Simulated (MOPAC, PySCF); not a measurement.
HLi, SMILES `[LiH]`, neutral singlet in the gas phase. 

Cartesian coordinates (Å):
```xyz
2

Li     0.7995     0.0000     0.0000
H     -0.7995     0.0000     0.0000
```
Charge 0, spin multiplicity 1.

All levels are single points at this geometry (PBE0-D3(BJ)/def2-TZVP); Pople sets use spherical d functions. Orbital energies aren't observables, and empty levels follow the basis.

SVWN5/6-31G* in PySCF gives gap (eV) = 3.00.

Question: Estimate the gap (eV) from each of these levels: TPSSh-D3(BJ)/def2-TZVP in PySCF; B3LYP/3-21G in PySCF; B3LYP/6-311+G** in PySCF; B3LYP/6-31G* in PySCF; BP86/6-31G* in PySCF; M06-2X/6-31G* in PySCF; HF/3-21G in PySCF; HF/6-31G* in PySCF; HF/STO-3G in PySCF; AM1 in MOPAC; PM6 in MOPAC; PM7 in MOPAC.

Answer: 
```
level                            gap (eV)
-------------------------------  --------
TPSSh-D3(BJ)/def2-TZVP in PySCF      3.74
B3LYP/3-21G in PySCF                 4.02
B3LYP/6-311+G** in PySCF             3.93
B3LYP/6-31G* in PySCF                4.11
BP86/6-31G* in PySCF                 3.25
M06-2X/6-31G* in PySCF               5.48
HF/3-21G in PySCF                    8.22
HF/6-31G* in PySCF                   8.41
HF/STO-3G in PySCF                   9.89
AM1 in MOPAC                         9.81
PM6 in MOPAC                        12.03
PM7 in MOPAC                        11.50
```
